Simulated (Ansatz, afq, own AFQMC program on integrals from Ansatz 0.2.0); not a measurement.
# AFQMC, coupled cluster and functionals along a coordinate of HCl + NH, triplet

```yaml
atoms:
  - { symbol: Cl, position_ang: [-1.8735, 0.2511, 0.0000] }
  - { symbol: H, position_ang: [-0.5947, 0.2511, 0.0000] }
  - { symbol: N, position_ang: [1.0995, 0.2511, 0.0000] }
  - { symbol: H, position_ang: [1.3686, -0.7532, 0.0000] }
```

A hydrogen atom is moved from one rigid fragment to the other; the Cl1–H2 distance tells how far. The two fragments are held close together, so this isn't a minimum-energy path and the start is a compressed complex. Energies in mEh count from this geometry (1.279 Å) at the same level; the start stands on UHF, each point on the determinant named.

Basis cc-pVTZ. Only valence electrons are correlated. Integrals, coupled cluster, full CI and functionals: Ansatz 0.2.0; the random walks run on the same integrals in our own AFQMC program. The CISD trial takes its coefficients from CCSD amplitudes. Released means that phaseless walkers are propagated on without the constraint, phases kept. Uncertainties: one standard error, sampling alone.

Cautions, each for one point or more: lower spins were not checked; the ph-AFQMC/CISD walk drifts between its halves; unrestricted determinant slightly spin contaminated.

```csv
r(Cl1–H2) / Å,det.,T1,weight,⟨S²⟩,B3LYP,HF,CCSD(T)
1.466,UHF,0.014,0.87,2.03,5.1,16.9,10.8
1.559,UHF,0.018,0.86,2.05,9.1,28.5,18.4
1.653,UHF,0.021,0.86,2.08,10.3,37.5,22.9
1.746,UHF,0.022,0.85,2.09,8.1,39.0,22.2
1.933,UHF,0.022,0.86,2.03,3.4,22.4,14.6
```

Task: Estimate the curve of phaseless AFQMC with a CISD trial, counted from the same start.

Result: 
| r(Cl1–H2) / Å | det. | T1 | weight | ⟨S²⟩ | ph-AFQMC/CISD |
| --- | --- | --- | --- | --- | --- |
| 1.466 | UHF | 0.014 | 0.87 | 2.03 | 10.8 ± 0.3 |
| 1.559 | UHF | 0.018 | 0.86 | 2.05 | 18.5 ± 0.3 |
| 1.653 | UHF | 0.021 | 0.86 | 2.08 | 23.4 ± 0.3 |
| 1.746 | UHF | 0.022 | 0.85 | 2.09 | 23.1 ± 0.3 |
| 1.933 | UHF | 0.022 | 0.86 | 2.03 | 15.3 ± 0.3 |

Weight is that of the determinant in the CISD state; at the start T1 is 0.010 and the weight 0.88, and ⟨S²⟩ is 2.02. Largest departures from phaseless AFQMC with a CISD trial: CCSD(T) -0.9 mEh at 1.746 (on UHF), B3LYP -15.0 mEh at 1.746, HF 15.9 mEh at 1.746 (on UHF). The walk's constraint bias lies outside its error bars, so these are departures and not errors. Functionals count only at points shown to share the start's state and spin.

A walk keeps the symmetry of its determinant, which the program's search chose and which needn't be the lowest solution, so a lower state of the same spin and another symmetry isn't excluded.
